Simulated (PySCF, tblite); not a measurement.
# BH6NSi− (doublet): geometry, infrared bands and EPR parameters

Aim: predict the infrared bands and EPR parameters of BH6NSi− (doublet) (`[BH2-]N[SiH3]`).

The runs use tblite 0.8.0 and PySCF 2.14.0, with density-fitted response routines of our own; the level of theory stands in each step. All values are computed, except where a source is named. Atoms are numbered from 0 throughout.

### Step 1. The molecule as given

9 atoms, charge -1, multiplicity 2; geometry from: force field or distance geometry start.

Bonds of the start (Å): B0–N1 1.54, N1–Si2 1.78, B0–H3 1.20, B0–H4 1.19, N1–H5 1.05, Si2–H6 1.46, Si2–H7 1.47, Si2–H8 1.47.

### Step 2. Relaxing the molecule with GFN2-xTB

The job: settings as JSON, then the geometry in Å.

```
{"job": {"kind": "relax", "xc": "GFN2-xTB", "basis": "xTB"}, "charge": -1, "multiplicity": 2}
B      1.350000    -0.564400    -0.169000
N      0.471200     0.633800     0.248500
Si    -1.225600     0.143700     0.042900
H      1.533400    -0.507200    -1.352100
H      2.389400    -0.528600     0.405000
H      0.610900     0.764500     1.282200
H     -1.524700    -1.045100     0.842800
H     -1.487400    -0.133400    -1.376000
H     -2.103600     1.242800     0.477700
```

Run with:

```
$ OMP_NUM_THREADS=1 python probes_run.py task.json out
```

One launch serves the whole session: the jobs run in the order shown.

**Question.** This job is followed by: GFN2-xTB harmonic vibrations, gas phase; UKS B3LYP, pcH-1 on B H N Si, non-relativistic, mean-field spin-orbit, GIAO. What will the session give for the following? strongest single infrared mode (GFN2-xTB); zero-point energy (GFN2-xTB); g(iso) (B3LYP); ⟨S²⟩; largest a(iso) (averaged by class).

The runs gave:

```
                                 quantity                    value
strongest single infrared mode (GFN2-xTB)     920 cm⁻¹, 736 km/mol
             zero-point energy (GFN2-xTB)            34.4 kcal/mol
                           g(iso) (B3LYP)                  2.00302
                                     ⟨S²⟩       0.755 (exact 0.75)
       largest a(iso) (averaged by class)  29Si on Si2, -349.3 MHz
```

**Reading.** The optimisation took 73 steps and gained 0.888 eV; among the close pairs (by a distance rule), B0–N1 changed most, from 1.543 to 1.393 Å. No mode is imaginary among the 21: a minimum at this level. The strongest single mode, at 920 cm⁻¹, moves mainly H8 and H7. Unscaled tight-binding wavenumbers are off by several per cent, some by more. Its intensities can rank the bands wrongly. The largest share of the spin, 0.76 e, sits on Si2. The isotropic g lies 0.7 ppt above the free-electron value. The records flag this anion as possibly unbound in the gas phase, so the basis may hold the extra electron.
